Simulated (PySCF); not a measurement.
Metal–ligand bonds in Zn(Cl)1–Y. All species are isolated molecules in the gas phase. One relaxed conformer stands for each flexible species; it need not be the lowest. Multiplicities are imposed; where one is given, others were not computed. Strings in code marks are SMILES.

The dipole moment from two functionals at the same geometries (r2SCAN-D4/def2-SVP), both in PySCF: PBE-D3(BJ)/def2-TZVP and TPSSh-D3(BJ)/def2-TZVP. 

```
species                         TPSSh-D3(BJ)/def2-TZVP (D)
------------------------------  --------------------------
Y = F ([Zn(Cl)(F)])                                   0.54
Y = Br                                                0.33
Y = CH3 ([Zn(Cl)(CH3)])                               2.47
free radical OH (`[OH]`)                              1.75
free radical NH2 (`[NH2]`)                            1.94
free radical CH3                                      0.00
free radical OCH3                                     2.01
free radical N(CH3)2 (`C[N]C`)                        1.70
free radical SH                                       0.88
```

### Question
What does PBE-D3(BJ)/def2-TZVP give for each?

### Answer

- Y = F ([Zn(Cl)(F)]): 0.58
- Y = Br: 0.35
- Y = CH3 ([Zn(Cl)(CH3)]): 2.45
- free radical OH (`[OH]`): 1.73
- free radical NH2 (`[NH2]`): 1.92
- free radical CH3: 0.00
- free radical OCH3: 2.09
- free radical N(CH3)2 (`C[N]C`): 1.71
- free radical SH: 0.87
Over these rows, drawn at random from the members with no instability flagged (it was tested for open shells, ions and some series alone), PBE minus TPSSh-D3(BJ): mean +0.01 D, from -0.03 D to +0.08 D.
